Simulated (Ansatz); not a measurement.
**Relative stability**

Two relaxed structures of CH4OSi, closed shell (PBE0-D4/def2-TZVP; forces vanish, vibrations not checked).

A:

O1  (-1.136, -0.978, -0.679)
C2  (-0.407, 0.112, -0.322)
Si3  (0.969, 0.137, 0.720)
H4  (-1.896, -0.703, -1.196)
H5  (-0.749, 1.067, -0.720)
H6  (1.637, 1.438, 0.899)
H7  (1.582, -1.073, 1.298)
(Å)

B:

```xyz
7
angstrom
O -1.1548 -1.0114 -0.2956
C -0.1842 0.0023 -0.4199
Si 1.1472 0.1146 0.9260
H -1.7497 -0.9660 -1.0498
H -0.6342 1.0049 -0.5284
H 0.4312 -0.1153 -1.3389
H 0.7514 -1.1801 1.6252
```

Computed with Ansatz 0.2.0 (basis: def2-TZVPP); correlated methods freeze the cores. B3LYP uses VWN-RPA correlation.

(1) Which structure is lower at CCSD(T), and by how much? (An estimate is asked for; the value comes from the calculation.)

(2) Do the other methods give the same order? (Judge from chemistry; the calculation decides.)

The T1 diagnostic stays at or below 0.016. The restricted Hartree–Fock reference is unstable towards an unrestricted one at one or more of these structures.

Answers

(1) Computed: A, by 0.215 eV (electronic energy, against the other). By their contacts, A is CH₄OSi ([OH][CH][SiH2]) and B is CH₄OSi ([OH][CH2][SiH]).

(2) By the calculation: Not all: HF gives the other order.

| method | E(B) − E(A) (eV) |
| --- | --- |
| PBE-D4 | 0.359 |
| r2SCAN-D4 | 0.430 |
| PBE0-D4 | 0.249 |
| B3LYP-D4 | 0.256 |
| wB97M-V | 0.106 |
| HF | -0.059 |
| MP2 | 0.291 |
| CCSD | 0.111 |
| CCSD(T) | 0.215 |

Labels in which every atom is bracketed show which atoms are joined, not bond orders.

For scale, one of the runs: CCSD(T)/def2-TZVPP, 160 basis functions, launched by `ansatz run in.yaml --threads 2 --pin off --events-out ev --progress --plain --max-ram 4352MiB`. The run took 15 s on 2 CPU threads of an Intel Xeon Platinum 8175M (shared host), with 1.2 GiB of host memory at its peak.
